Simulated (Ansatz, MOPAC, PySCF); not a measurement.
Dissociation curve of SMILES O=CO. The O1–H5 bond (O1 also carries C; H5 carries nothing else) is stretched with both fragments frozen at the PBE0/def2-TZVP optimised geometry. Each curve is given relative to its own lowest point near equilibrium.

| R / Å | A | B | C | D |
|---|---|---|---|---|
| 0.78 | 136.9 | 145.7 | 133.5 | 65.2 |
| 0.83 | 65.1 | 70.3 | 62.2 | 39.7 |
| 0.87 | 30.1 | 33.2 | 27.8 | 24.2 |
| 0.91 | 9.9 | 11.4 | 8.4 | 12.5 |
| 0.93 | 4.2 | 5.2 | 3.2 | 8.1 |
| 0.97 | 0.0 | 0.0 | 0.0 | 2.1 |
| 1.00 | 1.9 | 1.4 | 2.7 | 0.0 |
| 1.04 | 9.6 | 8.7 | 11.6 | 0.4 |
| 1.05 | 12.3 | 11.3 | 14.6 | 1.0 |
| 1.11 | 33.4 | 32.4 | 37.6 | 9.3 |
| 1.21 | 80.5 | 80.5 | 88.2 | 37.9 |
| 1.33 | 145.2 | 147.7 | 156.9 | 91.1 |
| 1.44 | 205.0 | 210.8 | 220.6 | 151.1 |
| 1.58 | 276.6 | 288.0 | 297.9 | 233.5 |
| 1.75 | 353.4 | 372.3 | 377.8 | 331.1 |
| 1.95 | 429.1 | 433.2 | 443.3 | 431.9 |
| 2.17 | 495.6 | 462.7 | 478.1 | 520.7 |
| 2.36 | 541.4 | 475.8 | 489.5 | 580.2 |
| 2.62 | 590.2 | 485.7 | 495.0 | 641.6 |
| 2.95 | 634.6 | 490.9 | 497.0 | 695.8 |
| 3.40 | 673.5 | — | 497.9 | 744.4 |

Energies in kJ/mol.

Problem. Match the curves with the methods PM6, restricted, heats of formation in MOPAC; restricted B3LYP/cc-pVTZ in Ansatz (a quantum-chemistry and plane-wave program); CCSD on UHF/cc-pVTZ, frozen core (Ansatz); PySCF 2.14.0 with unrestricted M06-2X/6-31G*, spherical d.

Solution. A is RKS-B3LYP; B is UKS-M06-2X/6-31G*; C is UCCSD; D is PM6.

A dash means that the run gave no value there, or that the column was ended at a point which the program doubted or which failed a test of continuity chosen for this set; such a test can also cut sound points.

The restricted form behind PM6, RKS-B3LYP keeps the bonding electrons paired and can't separate into open-shell fragments. The unrestricted determinant behind UCCSD is spin-contaminated at 1.44 to 3.40 Å (<S²> up to 1.0, against 0.00 for a pure singlet). The unrestricted solution behind UKS-M06-2X/6-31G* changes between 2.95 and 3.40 Å, which can leave a kink. The unrestricted determinant behind UKS-M06-2X/6-31G* is spin-contaminated at 1.75 to 2.95 Å (<S²> up to 1.0, against 0.00 for a pure singlet).
